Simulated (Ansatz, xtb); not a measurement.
# CH2FSi−: which of two isomers lies lower

Structure a: `[H]/[C-]=[SiH]/F`, a singlet. Structure b: `[H]/[Si-]=C/F`, a singlet. Both are isolated ions in the gas phase, relaxed with B3LYP-D3(BJ)/def2-SVPD.

a (Å):

```yaml
atoms:
  - { symbol: C, position_ang: [-0.5715, 1.3795, -0.6882] }
  - { symbol: F, position_ang: [0.0163, 0.1206, -3.2910] }
  - { symbol: Si, position_ang: [0.2112, 0.1916, -1.6077] }
  - { symbol: H, position_ang: [-0.3475, 1.2974, 0.3931] }
  - { symbol: H, position_ang: [1.1481, -0.9974, -1.4956] }
```

b (Å):

```xyz
5

C     0.1583    0.6136   -0.9120
F     0.2191    1.7848   -0.1049
Si   -0.1978    0.6665   -2.6474
H     0.3674   -0.2362   -0.2474
H    -0.0854   -0.8781   -2.7608
```

**Question.** Estimate E(b) − E(a) at the level CCSD(T)/def2-TZVPPD.

**Answer.** Calculated at CCSD(T)/def2-TZVPPD: E(b) − E(a) = +14.1 kcal/mol, so structure a lies lower.

The same difference at several levels:

| level | geometry | E(b) − E(a) (kcal/mol) | departure from the last row (kcal/mol) | job, with rough time for the two |
| --- | --- | --- | --- | --- |
| GFN2-xTB | GFN2-xTB | +34.5 | +20.4 | optimisation, 0.096 s |
| HF/STO-3G | GFN2-xTB | −50.4 | −64.5 | single point, 0.2 s |
| r2SCAN-D4/def2-SVPD | GFN2-xTB | +9.9 | −4.2 | single point, 2.2 s |
| B3LYP-D3(BJ)/def2-SVPD | B3LYP-D3(BJ)/def2-SVPD | +7.8 | −6.3 | optimisation, 16 s |
| HF/def2-TZVPPD | B3LYP-D3(BJ)/def2-SVPD | +10.8 | −3.3 | part of the CCSD(T) run |
| MP2/def2-TZVPPD | B3LYP-D3(BJ)/def2-SVPD | +18.3 | +4.2 | part of the CCSD(T) run |
| CCSD(T)/def2-TZVPPD | B3LYP-D3(BJ)/def2-SVPD | +14.1 |  | single point, 50 s |

As drawn, b has 1 C–F in place of 1 F–Si.

HF/STO-3G puts the two in the other order. The largest departure from CCSD(T)/def2-TZVPPD is that of HF/STO-3G, 64.5 kcal/mol.

With harmonic frequencies from B3LYP-D3(BJ)/def2-SVPD (ideal gas, rigid rotor, one conformer each, 298.15 K, 1 atm): the zero-point term adds +1.4 kcal/mol; ΔH is +15.2 and ΔG +15.7 kcal/mol.

The T1 diagnostic of structure a is large, so the coupled-cluster value is less sure. The correlated steps freeze 7 core orbitals. Run with Ansatz 0.2.0, xtb 6.7.1; the last row on 1 thread of Intel(R) Xeon(R) Platinum 8488C (Sapphire Rapids) on a shared host.
